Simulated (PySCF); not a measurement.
## Excitation energies in several basis sets

Species: azetidine, C3H7N.
SMILES: `C1CNC1`

TDDFT with PBE0 (PySCF), vertical singlets, core orbitals frozen in the response, spherical d and f functions. Isolated species at its PBE0-D3(BJ)/def2-SVP geometry, gas phase.

| basis | functions | diffuse | S1 (eV) | S2 (eV) | S3 (eV) | S4 (eV) | S5 (eV) | LUMO (eV) | α (au) |
| --- | --- | --- | --- | --- | --- | --- | --- | --- | --- |
| 6-31G* | 70 | no | 7.18 | 8.03 | 8.36 | 8.79 | 9.85 | 2.64 | 36.9 |
| 6-31+G* | 86 | yes | 5.58 | 6.14 | 6.25 | 6.49 | 7.23 | 0.50 | 41.5 |
| def2-SVP | 91 | no | 6.57 | 7.36 | 7.83 | 8.07 | 9.08 | 1.80 | 37.9 |
| def2-SVPD | 136 | yes | 5.99 | 6.57 | 6.71 | 7.30 | 7.96 | 0.87 | 44.0 |
| aug-cc-pVDZ | 155 | yes | 5.27 | 5.79 | 5.94 | 6.02 | 6.77 | -0.04 | 45.6 |
| def2-TZVP | 166 | no | 6.18 | 6.87 | 7.36 | 7.46 | 8.44 | 1.22 | 42.9 |
| def2-TZVPD | 211 | yes | 5.62 | 6.18 | 6.35 | 6.73 | 7.38 | 0.42 | 45.4 |

Problem. Compare the sets with the largest diffuse one.

Solution. States are compared by their number. Against the largest diffuse basis here (def2-TZVPD, itself not a converged limit), sets without diffuse functions differ by up to 1.57 eV in S1 and 2.47 eV in S5; the smaller diffuse sets differ by up to 0.38 and 0.62 eV. State by state, the largest deviation of a set without diffuse functions is S1 1.57, S2 1.85, S3 2.01, S4 2.05, S5 2.47 eV. The same number needn't mean the same state in each row. Against def2-TZVPD the polarisability deviates by -19% in 6-31G*, -9% in 6-31+G*, -16% in def2-SVP, -3% in def2-SVPD, +1% in aug-cc-pVDZ, -5% in def2-TZVP. A single + in a Pople set puts diffuse functions on heavy atoms only.
